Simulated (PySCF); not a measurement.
Work out the structure from these simulated measurements.

Elements present: C, H, N and O. Monoisotopic mass: 57.0215 u; triplet state.

| Property | Result |
| --- | --- |
| Zero-field splitting | 1.337 cm⁻¹ [unrestricted B3LYP/IGLO-III on C N O, pcH-1 on H, mean-field spin–orbit] |
| Dipole | 2.69 D [PBE0-D3(BJ)/def2-SVP] |
| Rotational structure | rotational constants A, B, C: 12.550, 9.622, 5.639 GHz [PBE0-D3(BJ)/def2-SVP] |
| EPR g | 2.00391 [unrestricted B3LYP/IGLO-III on C N O, pcH-1 on H, mean-field spin–orbit] |
| EPR couplings | largest isotropic hyperfine couplings (means over sets of like nuclei): 13C -32.2, 14N +19.2, 17O -18.7, 13C +8.5, 1H +1.6 (×3) MHz [unrestricted B3LYP/IGLO-III on C N O, pcH-1 on H] |

Electronic properties: PySCF, gas phase, density fitting. Levels stand in brackets. Geometry: PBE0-D3(BJ)/def2-SVP; no solvent or vibrations. Couplings of like nuclei are plain means over topologically equivalent atoms, as if these changed places fast (by rotation of a methyl-like group, say); in this geometry the members of some sets differ.

Task: Which formula fits the mass and the elements?

Result: C2H3NO (calculated 57.0215). No other formula that holds each of these elements comes within 0.0003 u with a fitting electron parity and a possible valence count.

Task: Propose a structure and show how it fits.

Result: Numbering: `[CH3:1][C:2]([N:3])=[O:4]`. By its constants the optimised geometry is an asymmetric top. The largest Mulliken spin population (1.79) sits on a nitrogen bonded to C [N3]. The couplings belong to: 13C -32.2 MHz, carbon bonded to C, N and O [C2]; 14N +19.2 MHz, nitrogen bonded to C [N3]; 17O -18.7 MHz, oxygen bonded to C [O4]; 13C +8.5 MHz, carbon bonded to C and 3 H [C1]; 1H +1.6 MHz, hydrogen on C1. Structure: `CC([N])=O` [triplet]. The assignments are read from this structure; whether some other isomer fits the data as well wasn't checked.
